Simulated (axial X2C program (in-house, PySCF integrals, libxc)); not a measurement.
BH⁺: bond constants with and without spin–orbit coupling

All values were computed with an in-house relativistic program for diatomic molecules. Spin-free means the one-electron spin-free X2C Hamiltonian; two-component (2c) means X2C with spin–orbit coupling and atomic mean-field two-electron Coulomb and Gaunt terms, so the difference of the two also holds small scalar two-electron terms. Basis: B dyall-v3z [7s6p2d1f], H dyall-v3z [6s2p1d] (cores contracted in-house); Gaussian nuclei, density fitting, unrestricted open shells. Masses: B 11.009 u, H 1.008 u.

Input:
```json
{"zs": [5, 1], "q": 1, "bas": ["dyall-v3z", "dyall-v3z"], "levels": ["PBE0", "HF", "M06"], "cc": true, "r0": 1.17, "thr": -2.0, "nmax": 90, "npts": 10, "nst": 2, "ntry": 6}
```
```bash
python so2c.py task.json out
```

Keys: zs atomic numbers; q charge; bas basis sets; levels methods; cc coupled cluster on or off; r0 starting distance in Å; thr threshold in hartree for freezing inner shells (an s shell follows its p shell); nmax most natural virtual spinors; npts points on the curve; nst determinants followed; ntry starts of the search. HF also brings MP2.

State, spin-free: M_S = 1/2, Λ = 0 (beyond evenly filled blocks: σα); electrons by block: σα: 3, σβ: 2. Fragments: B+ + H.

State, 2c: Ω = 1/2 (⟨Sz⟩ = 0.50, ⟨Lz⟩ = 0.00 at PBE0); electrons by block: 1/2: 3, -1/2: 2. Fragments: B+ + H.

```tsv
Hamiltonian	level	Re (Å)	ωe (cm⁻¹)	ωexe (cm⁻¹)	De (eV)	D0 (eV)	k (mdyn/Å)	μ (D)
2c	PBE0	1.208	2531.4	58.8	2.62	2.46	3.49	0.39
2c	HF	1.186	2718.7	56.6	2.31	2.14	4.02	0.29
2c	MP2	1.193	2659.0	52.1	2.35	2.18	3.85	n/a
2c	CCSD	1.206	2519.1	64.8	2.09	1.93	3.45	n/a
2c	CCSD(T)	1.207	2511.6	64.5	2.11	1.95	3.43	n/a
2c	M06	1.208	2512.1	44.4	2.50	2.34	3.43	0.39
```

Spin-free values that have a 2c row agree with it to the digits that matter (0.001 Å, 0.01 eV) and are not repeated.

Correlated methods: 3 electrons correlated (number of frozen shells: B 1 s; H none), 109 virtual spin orbitals or spinors in MP2, 39 natural virtuals in coupled cluster.

Dipoles are positive if H is the positive end and refer to the centre of mass.

One determinant describes the state; a PBE0 search over occupations chose it and may have missed a lower one. De is counted from the lowest determinant-based energies of the atoms at the same level, without counterpoise correction. Density functionals use the spin component along the axis (collinear). CCSD and (T) use frozen natural virtuals with an MP2 correction for the truncation; (T) itself is uncorrected, so its De runs slightly low.

Rough cost a point (2c) on 1 thread(s) of a shared host, integrals apart: PBE0 0.07 s, CCSD(T) 0.1 s, M06 0.19 s.

The whole task took 11 s on 1 thread of Intel(R) Xeon(R) Processor @ 2.30GHz (shared host).
